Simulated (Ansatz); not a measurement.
# BNH (quartet): the correlation ladder, def2-TZVPP

An exercise on one series of results from a longer session: the logs are not shown, and one member is left open.

Program: Ansatz 0.2.0, Gaussian basis. Level of theory: def2-TZVPP, core rule «outside noble gas», up to 2 orbitals frozen. These are calculated values, not measurements.

Plan: UHF; ROHF; CCSD(T) on UHF.

2 further runs of the same task are left out: 2 set aside as unsound or not needed.

## The system

The geometry is a PBE0/def2-TZVP stationary point (not a proven minimum) of the parent state, kept for this charge and spin.

3 atoms, charge 0, spin multiplicity 4.

Atoms are counted from 1 here; the program's logs count them from 0.

Bond lengths: B1–N2 1.306 Å, B1–H3 1.174 Å. Angles: N2–B1–H3 180.0°.

Set-up of the first run:

The input, in.yaml:

```yaml
crystal:
  periodic: [false, false, false]
  atoms:
    - {symbol: B, position_ang: [0.000000, 0.000000, 0.043923]}
    - {symbol: N, position_ang: [0.000000, 0.000000, -1.261739]}
    - {symbol: H, position_ang: [0.000000, 0.000000, 1.217815]}
basis:
  gaussian: {orbitals: def2-TZVPP}
magnetization: {spin_polarized: true, initial_magnetization: 3}
hamiltonian: {xc: hf}
output: {orbitals: {seedname: orbitals}}
```

Run with:

```console
$ ansatz run in.yaml --threads 1 --pin off --events-out ev --progress --plain --max-ram 4096MiB --backend cpu
```

Steps of the session up to this table: UHF; ROHF; CCSD(T) on UHF.

One table of the session follows, with a row left open; its other results are not shown here.

It belongs to the step «Misses and costs». 

```
  method  from UCCSD(T) (meV)
    ROHF              +6466.9
     UHF              +6198.0
    UMP2               +978.0
   UCCSD                    ?
UCCSD(T)                    0
```

Estimate the missing values for UCCSD.

As computed: from UCCSD(T) (meV): +172.1. In the column «from UCCSD(T) (meV)» it lies between UCCSD(T) (0) and UMP2 (+978.0).
